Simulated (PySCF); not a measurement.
Geometry (Å), atoms numbered from 1 in this order:
```xyz
18

C     2.135   -0.150    0.481
C     0.921   -0.523   -0.361
C    -0.412   -0.236    0.340
C    -1.549   -0.999   -0.343
C    -0.713    1.271    0.370
O    -0.764    1.867   -0.903
H     2.126   -0.688    1.427
H     3.051   -0.403   -0.048
H     2.150    0.917    0.690
H     0.947    0.033   -1.300
H     0.971   -1.588   -0.599
H    -0.350   -0.569    1.382
H    -1.405   -2.071   -0.230
H    -2.509   -0.736    0.097
H    -1.579   -0.781   -1.410
H     0.076    1.801    0.906
H    -1.660    1.438    0.907
H    -1.447    1.423   -1.417
```

Geometry: GFN2-xTB; GIAO shifts from PySCF, gas phase, non-relativistic, averaged over equivalent atoms.

At HF/6-31G* (108 basis functions, 4.7 s wall time on 1 thread of an Arm Neoverse V1, shared host):
```csv
atoms,δ (ppm)
C5,58.5
C3,33.3
C2,22.6
C4,19.2
C1,14.5
O6,-8.6
H16,3.93
H17,3.54
H10,1.95
H11,1.16
H7/H8/H9,1.14
H12,1.13
H13/H14/H15,1.01
H18,0.40
```

Scale: TMS for $^{13}$C (201.93 ppm) and $^{1}$H (32.95 ppm); $^{17}$O (328.87 ppm) against H2O (reference shieldings calculated alike).

**Question.** What do these become at PBE0/pcSseg-1?

**Answer.** 
```json
{"atoms": "C5", "δ at PBE0/pcSseg-1": "67.2", "change": "+8.7"}
{"atoms": "C3", "δ at PBE0/pcSseg-1": "41.3", "change": "+8.0"}
{"atoms": "C2", "δ at PBE0/pcSseg-1": "26.4", "change": "+3.8"}
{"atoms": "C4", "δ at PBE0/pcSseg-1": "19.9", "change": "+0.7"}
{"atoms": "C1", "δ at PBE0/pcSseg-1": "14.6", "change": "+0.1"}
{"atoms": "O6", "δ at PBE0/pcSseg-1": "15.6", "change": "+24.2"}
{"atoms": "H16", "δ at PBE0/pcSseg-1": "4.00", "change": "+0.07"}
{"atoms": "H17", "δ at PBE0/pcSseg-1": "3.72", "change": "+0.18"}
{"atoms": "H10", "δ at PBE0/pcSseg-1": "1.90", "change": "-0.05"}
{"atoms": "H11", "δ at PBE0/pcSseg-1": "0.95", "change": "-0.21"}
{"atoms": "H7/H8/H9", "δ at PBE0/pcSseg-1": "1.02", "change": "-0.12"}
{"atoms": "H12", "δ at PBE0/pcSseg-1": "1.05", "change": "-0.08"}
{"atoms": "H13/H14/H15", "δ at PBE0/pcSseg-1": "0.94", "change": "-0.07"}
{"atoms": "H18", "δ at PBE0/pcSseg-1": "0.20", "change": "-0.20"}
```

Shifts are taken against calculated references (same method and geometry level): $^{13}$C (σ = 186.93 ppm), $^{1}$H (σ = 31.72 ppm) vs TMS; $^{17}$O (σ = 336.08 ppm) vs H2O.

The largest change is at O6 (alcohol oxygen). Cost: 162 basis functions, 21 s wall time on 1 thread of an Arm Neoverse V1, shared host. The order of the carbon signals is the same at both levels.

Experimental scales use liquid or dissolved standards, which lie at an offset from isolated H2O (liquid H2O: subtract about 36 ppm).
